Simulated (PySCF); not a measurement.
# ClF from Hartree–Fock to correlated methods

State: ¹Σ⁺ (singlet), closed shell. Set-up: basis Cl def2-TZVPPD, F def2-TZVPPD; no relativity; PySCF 2.14. De refers to Cl + F in their high-spin ground configurations, without counterpoise correction. A positive dipole means Cl(−)F(+).

```csv
Level,Re (Å),ωe (cm⁻¹),De (eV),μ (D),"CPU s a point (SCF and correlation, without the integrals)"
RHF,1.583,920,0.386,-0.95,0.59
RHF-MP2,1.631,801,2.76,n/a,0.92
RHF-SCS-MP2,1.637,783,2.61,n/a,n/a
RHF-CCSD,1.627,807,2.30,n/a,n/a
RHF-CCSD(T),1.639,773,2.50,n/a,14
LDA,1.623,807,4.11,-0.76,1.1
PBE,1.651,762,3.12,-0.79,1.4
r²SCAN,1.635,793,2.69,-0.75,2.3
TPSSh,1.638,792,2.70,-0.81,2.8
r²SCANh,1.625,814,2.53,-0.76,2.7
B3LYP,1.640,785,2.62,-0.90,2.3
PBE0,1.619,828,2.63,-0.80,3.8
M06,1.617,818,2.70,-0.88,2.8
ωB97X-V,1.621,839,2.70,-0.85,5.9
```

Task: Which functional lies closest to RHF-CCSD(T) in De, which farthest, and by how much do they differ from it?

Result: Closest is r²SCANh (-1.4 pm in Re, +5.3 % in ωe, +0.03 eV in De against RHF-CCSD(T) in the same basis), farthest LDA (-1.6 pm in Re, +4.4 % in ωe, +1.61 eV in De). CCSD(T) converges more slowly with the basis than the functionals do and binds too weakly in this one, so the order can change at the basis-set limit.

Task: What does a quarter of exact exchange do here, going from PBE to PBE0?

Result: PBE0 less PBE: -3.2 pm in Re, +8.7 % in ωe, -0.49 eV in De. Exact exchange removes part of the self-interaction that spreads semilocal densities, and in most molecules shortens and stiffens the bond and lowers De; so it does here.

Task: What does the gradient correction do here, going from LDA to PBE?

Result: PBE less LDA: +2.8 pm in Re, -5.6 % in ωe, -0.99 eV in De. The gradient correction favours the more uneven density of free atoms, so it tends to lengthen bonds and takes away much of the overbinding of LDA; so it does here.

Correlated steps freeze 6 core orbitals. Where the molecule has an RHF reference, its open-shell atoms are computed with UHF.

The whole job (state search and all levels along the bond) took about 4.4 min on 2 threads of Arm Neoverse V1 (shared host), peak memory 2.3 GiB.
